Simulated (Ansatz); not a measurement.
The input, for Ansatz 0.2.0:

```yaml
crystal:
  periodic: [false, false, false]
  atoms:
    - {symbol: Ge, position_ang: [-0.001263, -0.001267, -0.001265]}
    - {symbol: H, position_ang: [0.979112, 0.982293, 0.981016]}
    - {symbol: H, position_ang: [-0.889148, -0.885286, 0.884398]}
    - {symbol: H, position_ang: [-0.885089, 0.883246, -0.890489]}
    - {symbol: H, position_ang: [0.886123, -0.888959, -0.883750]}
basis:
  gaussian: {orbitals: 6-31G}
correlation: {method: sc_nevpt2, electrons: outside_noble_gas, active_space: {window: {electrons: 8, orbitals: 8}, shells: [{species: Ge, l: s, shell: 4}, {species: Ge, l: p, shell: 4}, {species: H, l: s, shell: 1}]}}
```

```sh
$ ansatz run in.yaml --threads 1 --pin off --events-out ev --progress --plain --max-ram 4096MiB --backend cpu
```

(1) Roughly how long does this take on 1 thread of AMD EPYC 7R13, shared host, and how much host memory?

```
677 factors; integrals over basis functions are off by at most 3.7e-8 eV
mean field evaluation 1: about -56526.0738 eV, gradient 8.3e0 eV
mean field evaluation 2: about -56526.1000 eV, gradient 8.4e0 eV
mean field evaluation 4: about -56526.4137 eV, gradient 1.3e0 eV
mean field evaluation 8: about -56526.4163 eV, gradient 2.0e-4 eV
mean field -56526.41633058 eV, -2077.3074851676 hartree, gradient 1.3e-6 eV, S^2 0.000000; 0 other end points of the search recorded, 0 dependent functions left out
reference -56526.41633058 eV, -2077.3074851676 hartree; 18, 18 occupied and 19, 19 virtual orbitals, 677 factors
state -56528.24241883 eV, -2077.3745926731 hartree
state -56528.24241883 eV, -2077.3745926731 hartree; corrected -56528.67879395 eV, -2077.3906291630 hartree
Total energy: -56528.67879395 eV, -2077.3906291630 hartree
Checks for a lower state left out: starts, orbital_swaps
```

Natural occupations: 1.9848 1.9703 1.9703 1.9607 0.0415 0.0270 0.0227 0.0227.

For the same geometry and basis full CI lies 164.6 meV lower.

Results:

(1) 2.5 s wall and 0.15 GiB.
